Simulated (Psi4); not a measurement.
Pair of molecules, SMILES NC=O with SMILES NC=O (the first has 6 atoms); geometry from NCB31 set.
(charge 0, multiplicity 1):
```xyz
12

O     -1.1411     1.4452     0.0000
C     -0.0618     2.0309     0.0000
H     -0.0137     3.1302     0.0000
N      1.1411     1.4359     0.0000
H      1.2177     0.4165     0.0000
H      1.9714     2.0021     0.0000
O      1.1411    -1.4452     0.0000
C      0.0618    -2.0309     0.0000
H      0.0137    -3.1302     0.0000
N     -1.1411    -1.4359     0.0000
H     -1.2177    -0.4165     0.0000
H     -1.9714    -2.0021     0.0000
```

Calculation: SAPT0/jun-cc-pV(D+d)Z (Psi4 1.11).

Task: Give the four SAPT terms and the total, and say what mostly holds the pair together.

Result: electrostatics -1093.3, exchange 975.2, induction -397.8, dispersion -203.4, total -719.2 meV; the largest attraction is electrostatics.
